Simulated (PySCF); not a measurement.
Compound: BeH (doublet state).
SMILES: `[BeH]`

Computed, not measured: PBE0-D3(BJ)/def2-SVP geometry optimisation, gas phase (PySCF 2.14.0).

Masses are those of the commonest isotopes; rigid-rotor values at the optimised geometry. 

(1) What are the moment of inertia and the rotational constant?

(2) List the first levels of a rigid rotor in a Σ state.

(3) Where do the first rotational lines fall?

(4) Estimate the classical rotational partition function at 100 K and 200 K.

## Answers

(1) I = 1.672 u·Å², B = 505379 MHz·u·Å²/I = 302346 MHz (10.0852 cm⁻¹, or 14.510 K as hB/k). For two atoms I = μr² with μ = 0.9065 u and r = 1.3579 Å.

(2) E(J) = BJ(J+1): J = 1: 20.170, J = 2: 60.511, J = 3: 121.022, J = 4: 201.703, J = 5: 302.555, J = 6: 423.577 cm⁻¹. For this open shell read J as N, the rotation without spin; fine and hyperfine splittings come on top.

(3) The dipole is 0.15 D; J+1 ← J lies at 2B(J+1): 1 ← 0 at 604.69 GHz, 2 ← 1 at 1209.38 GHz, 3 ← 2 at 1814.07 GHz, 4 ← 3 at 2418.77 GHz, 5 ← 4 at 3023.46 GHz, 6 ← 5 at 3628.15 GHz.

(4) Point group C∞v, symmetry number σ = 1; q = kT/(σhB), k/h = 20836.6 MHz/K: 6.9 at 100 K, 13.8 at 200 K.

No frequency check. ⟨S²⟩ = 0.751 (exact for a doublet: 0.75). No vibrational averaging or centrifugal distortion is included, and the geometry carries the error of its method.

On an Arm Neoverse V1 with one thread, no GPU, shared host, this took 0.8 s. These figures are those of the optimisation.
